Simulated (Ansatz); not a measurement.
**ClH2MgN: taking an electron away**

One table from this session's results is given with a row withheld; the runs are named, their logs left out.

The runs use Ansatz 0.2.0, Gaussian basis; unrestricted cation, the program's frozen cores in correlated methods.

The runs, in order: UKS PBE-D4/def2-TZVPP; UKS r2SCAN-D4/def2-TZVPP; UKS PBE0-D4/def2-TZVPP; UKS B3LYP-D4/def2-TZVPP; UKS wB97X-V/def2-TZVPP; UKS wB97M-V/def2-TZVPP; UKS B2PLYP/def2-TZVPP; UHF-CCSD(T)/def2-TZVPP; UHF-MP2/def2-QZVPP; extrapolation to the limit; then −ε(HOMO) from the neutral's earlier runs with LDA (SPW92), PBE-D4, revPBE-D4, BLYP-D4, r2SCAN-D4, B97M-V, PBE0-D4, B3LYP-D4, r2SCANh-D4, r2SCAN0-D4, HSE06-D4, BHLYP-D4, CAM-B3LYP-D4, LC-ωPBE, ωB97X-V, ωB97M-V.

**The relaxed structure**

An earlier PBE0-D4 in a triple-zeta def2 set relaxation fixed the geometry.

5 atoms, charge 0, spin multiplicity 1.

Atoms are counted from 1 here; the program's logs count them from 0.

Bond lengths: N1–Mg2 1.874 Å, N1–H4 1.009 Å, N1–H5 1.009 Å, Mg2–Cl3 2.184 Å. Angles: Mg2–N1–H4 126.3°, Mg2–N1–H5 126.3°, H4–N1–H5 107.3°, N1–Mg2–Cl3 180.0°.

The first run:

The input, in.yaml:

```yaml
crystal:
  periodic: [false, false, false]
  atoms:
    - {symbol: N, position_ang: [-0.617677, 0.544556, -0.444611]}
    - {symbol: Mg, position_ang: [0.624521, -0.561835, 0.417962]}
    - {symbol: Cl, position_ang: [2.072297, -1.850758, 1.423316]}
    - {symbol: H, position_ang: [-0.787695, 1.519133, -0.248051]}
    - {symbol: H, position_ang: [-1.241546, 0.275306, -1.190017]}
basis:
  gaussian: {orbitals: def2-TZVPP}
total_charge: 1
magnetization: {spin_polarized: true, initial_magnetization: 1}
hamiltonian: {xc: pbe, dispersion: d4}
```

Steps of the session up to this table: Cation, UKS PBE-D4/def2-TZVPP; Cation, UKS r2SCAN-D4/def2-TZVPP; Cation, UKS PBE0-D4/def2-TZVPP; Cation, UKS B3LYP-D4/def2-TZVPP; Cation, UKS wB97X-V/def2-TZVPP; Cation, UKS wB97M-V/def2-TZVPP; Cation, UKS B2PLYP (frozen core)/def2-TZVPP; Cation, UHF-CCSD(T)/def2-TZVPP; Cation, UHF-MP2/def2-QZVPP.

One table of the session follows, with a row left open; its other results are not shown here.

For comparison, −ε(HOMO) of the neutral from earlier runs:

```
  functional  −ε(HOMO) (eV)
 LDA (SPW92)           5.51
      PBE-D4              ?
   revPBE-D4           5.23
     BLYP-D4           5.20
   r2SCAN-D4           5.56
      B97M-V           5.57
     PBE0-D4           6.67
    B3LYP-D4           6.44
  r2SCANh-D4           6.08
  r2SCAN0-D4           6.85
    HSE06-D4           6.26
    BHLYP-D4           7.96
CAM-B3LYP-D4           8.15
     LC-ωPBE           9.58
     ωB97X-V           9.17
     ωB97M-V           9.08
```

Estimate the missing values for PBE-D4.

As computed: −ε(HOMO) (eV): 5.31. In the column «−ε(HOMO) (eV)» it lies between revPBE-D4 (5.23) and LDA (SPW92) (5.51).
